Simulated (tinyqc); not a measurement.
Inside a calculation. Method: coupled-perturbed Hartree-Fock on RHF in the sto-3g basis, for BH2+, spin multiplicity 1. One step of it, computed by the program tinyqc.

Problem. Iteration 7 (converged): orbitals. Diagonalise F' = X^T F X, C = X C', fill 3 alpha and 3 beta electrons from the bottom; D = 2 C_occ C_occ^T. Each column has its largest component positive (the first on a tie).

converged F (hartree):
```
            1B 1s      1B 2s     1B 2px     1B 2py     1B 2pz      2H 1s      3H 1s
1B 1s   -7.944386  -2.307344   0.000000   0.000000   0.006562  -0.557616  -0.557616
1B 2s   -2.307344  -1.462132   0.000000   0.000000  -0.087575  -0.739551  -0.739551
1B 2px   0.000000   0.000000  -0.176907   0.000000   0.000000   0.000000   0.000000
1B 2py   0.000000   0.000000   0.000000  -0.686661   0.000000  -0.544104   0.544104
1B 2pz   0.006562  -0.087575   0.000000   0.000000  -0.207734  -0.154512  -0.154512
2H 1s   -0.557616  -0.739551   0.000000  -0.544104  -0.154512  -0.721347  -0.134688
3H 1s   -0.557616  -0.739551   0.000000   0.544104  -0.154512  -0.134688  -0.721347
```

X:
```
            1B 1s      1B 2s    1B 2px     1B 2py     1B 2pz      2H 1s      3H 1s
1B 1s    1.031743  -0.165960  0.000000   0.000000  -0.007897   0.026343   0.026343
1B 2s   -0.165960   1.278304  0.000000   0.000000   0.079863  -0.328256  -0.328256
1B 2px   0.000000   0.000000  1.000000   0.000000   0.000000   0.000000   0.000000
1B 2py   0.000000   0.000000  0.000000   1.254737   0.000000  -0.349121   0.349121
1B 2pz  -0.007897   0.079863  0.000000   0.000000   1.025560  -0.105481  -0.105481
2H 1s    0.026343  -0.328256  0.000000  -0.349121  -0.105481   1.262861  -0.047203
3H 1s    0.026343  -0.328256  0.000000   0.349121  -0.105481  -0.047203   1.262861
```

Give: F' = X^T F X; orbital energies; coefficients C; D after iteration 7.

Solution.

F' = X^T F X (hartree):
```
         1        2        3        4        5        6        7
1  -7.7559  -1.1679   0.0000   0.0000   0.0033  -0.0699  -0.0699
2  -1.1679  -0.6969   0.0000   0.0000   0.0238  -0.4097  -0.4097
3   0.0000   0.0000  -0.1769   0.0000   0.0000   0.0000   0.0000
4   0.0000   0.0000   0.0000  -0.2707   0.0000  -0.4579   0.4579
5   0.0033   0.0238   0.0000   0.0000  -0.1690  -0.1188  -0.1188
6  -0.0699  -0.4097   0.0000  -0.4579  -0.1188  -0.2594  -0.0805
7  -0.0699  -0.4097   0.0000   0.4579  -0.1188  -0.0805  -0.2594
```

orbital energies (hartree): MO1 -7.9489, MO2 -0.9953, MO3 -0.8740, MO4 -0.2152, MO5 -0.1769, MO6 0.1976, MO7 0.4245

coefficients C:
```
            MO1      MO2      MO3      MO4     MO5      MO6      MO7
1B 1s    0.9922  -0.2386   0.0000   0.1026  0.0000  -0.2039   0.0000
1B 2s    0.0303   0.6640   0.0000  -0.4412  0.0000   1.1167   0.0000
1B 2px   0.0000   0.0000   0.0000   0.0000  1.0000   0.0000   0.0000
1B 2py   0.0000   0.0000   0.5815   0.0000  0.0000   0.0000   1.2165
1B 2pz   0.0009   0.0775   0.0000   0.8890  0.0000   0.5331   0.0000
2H 1s   -0.0052   0.3083   0.3760   0.1890  0.0000  -0.8530  -0.9158
3H 1s   -0.0052   0.3083  -0.3760   0.1890  0.0000  -0.8530   0.9158
```

D after iteration 7:
```
          1B 1s    1B 2s  1B 2px   1B 2py   1B 2pz    2H 1s    3H 1s
1B 1s    2.0828  -0.2568  0.0000   0.0000  -0.0351  -0.1575  -0.1575
1B 2s   -0.2568   0.8835  0.0000   0.0000   0.1030   0.4091   0.4091
1B 2px   0.0000   0.0000  0.0000   0.0000   0.0000   0.0000   0.0000
1B 2py   0.0000   0.0000  0.0000   0.6764   0.0000   0.4373  -0.4373
1B 2pz  -0.0351   0.1030  0.0000   0.0000   0.0120   0.0478   0.0478
2H 1s   -0.1575   0.4091  0.0000   0.4373   0.0478   0.4729  -0.0926
3H 1s   -0.1575   0.4091  0.0000  -0.4373   0.0478  -0.0926   0.4729
```
